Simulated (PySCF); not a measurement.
Published values to compare with (the computed states carry no symmetry labels, so the two lists aren't matched line by line):

| state | E (eV) | f | kind of transition | source |
| --- | --- | --- | --- | --- |
| 1A''[F](π→π*) | 1.00 | 0.000 | vertical emission from the excited-state geometry | [1] |
| 1A2(π→π*) | 3.70 |  | band maximum or as reported | [2] |
| 3A2(n→π*) | 3.77 |  | vertical absorption | [1] |
| 3A2(n→π*) | 3.80 |  | band maximum or as reported | [2] |
| 1A2(π→π*) | 3.85 |  | vertical absorption | [1] |
| 3A1(π→π*) | 5.61 |  | vertical absorption | [1] |
| 3B1(n→3p) | 5.79 |  | vertical absorption | [1] |
| 3B1(n→3s) | 5.80 |  | band maximum or as reported | [2] |
| 1B1(n→3s) | 5.86 |  | band maximum or as reported | [2] |
| 1B1(n→3s) | 6.01 | 0.035 | vertical absorption | [1] |
| 3A2(π→3p) | 7.12 |  | vertical absorption | [1] |
| 1A2(π→3p) | 7.18 |  | vertical absorption | [1] |
| 1A1(π→π*) | 7.25 | 0.154 | vertical absorption | [1] |

[1] computed, theoretical best estimate (aug-cc-pVTZ, frozen core, CC3 geometry), gas; Veril, Scemama, Caffarel, Lipparini, Boggio-Pasqua, Jacquemin, Loos, WIREs Comput. Mol. Sci. 2021, 11, e1517 (QUESTDB)
[2] measured, gas; Loos, Scemama, Blondel, Garniron, Caffarel, Jacquemin (2018), arXiv:1807.02045, literature column

Species: C2H2O.
SMILES: `C=C=O`

Level of theory: TDDFT CAM-B3LYP/def2-SVPD, vertical, gas phase, core orbitals frozen in the response in PySCF 2.14.0, density-fitted response routines. Isolated species at its GFN2-xTB geometry, gas phase.

Computed singlets: 3.92 eV (f 0.000); 6.44 eV (f 0.029); 7.77 eV (f 0.127); 7.85 eV (f 0.010); 8.57 eV (f 0.000); 9.05 eV (f 0.059); 9.36 eV (f 0.000); 9.41 eV (f 0.000). Computed triplets (Tamm–Dancoff): 3.57, 5.54, 6.19 eV.

Question: How does the lowest computed singlet compare with the best estimate listed for the lowest singlet (vertical absorption)?

Answer: 3.92 eV against 3.85 eV for 1A2(π→π*) [1]: a difference of +0.07 eV. Geometry and basis of the two calculations needn't be the same.

Question: How does the lowest computed triplet compare with the best estimate listed for the lowest triplet (vertical absorption)?

Answer: 3.57 eV against 3.77 eV for 3A2(n→π*) [1]: a difference of -0.20 eV. Geometry and basis of the two calculations needn't be the same.

[F] marks fluorescence, computed at the excited state's geometry.

A measured band maximum holds vibronic effects and, in solution, solvent shifts, so it needn't equal the vertical energy.

Time: 2.5 s wall. Hardware: an Arm Neoverse V2 with one thread (shared host).
